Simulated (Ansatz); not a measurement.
Cl: from a trial structure to a relaxed crystal

The calculation used Ansatz 0.2.0, DFT r2SCAN, scalar-relativistic, plane waves, PAW. Cutoff 500 eV, Γ-centred k mesh, Gaussian smearing, no spin polarisation in the final step.

This is the end of a relaxation of cell and atoms.

```
Cl
1.0
     4.47256    0.00000    0.00000
    -2.23628    3.87335    0.00000
     0.00000    0.00000    7.37596
Cl
4
Direct
  0.00000 0.00000 0.25000
  0.00000 0.00000 0.75000
  0.33333 0.66667 0.75000
  0.66667 0.33333 0.25000
```

Energies count from the standard state of Cl at the same level (the diatomic molecule).

Task: What space group does it have?

Result: P6_3/mmc (No. 194). Conventional cell: a = 4.473 Å, c = 7.376 Å. Around Cl on Wyckoff site b (2 atoms of the primitive cell) lie 3 Cl at 2.58 Å; Cl on Wyckoff site d (2 atoms of the primitive cell) is coordinated by 3 Cl at 2.58 Å.

Task: How far above the standard state of Cl does it lie?

Result: 0.56 eV/atom.

Task: Is it a metal?

Result: Yes, bands cross the Fermi level on the 12×12×6 mesh.

The final run used a 12×12×6 mesh on its 4-atom cell and 0.10 eV smearing. The k mesh leaves about 4 meV/atom of noise in metals. Weakly bound directions are ill-defined at this level, which has no dispersion term. The cell came from a trial start, so Cl may not exist in this structure.